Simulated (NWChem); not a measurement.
# Total energies of Be

```xyz
1

Be     0.0000     0.0000     0.0000
```
Charge 0, spin multiplicity 1.

All runs are NWChem calculations.

Basis set: STO-3G (5 functions).

| method | total energy (Ha) |
|---|---|
| RHF | -14.35188 |
| MP2 | -14.37567 |
| B2PLYP | -14.42688 |
| PBE | -14.40593 |
| B3LYP | -14.45101 |
| CAM-B3LYP | -14.42747 |

Total energies of different functionals aren't comparable as a measure of quality: only differences taken within one method are. 

The correlated methods keep 1 core orbital frozen. B3LYP has NWChem's definition, with VWN1-RPA local correlation.
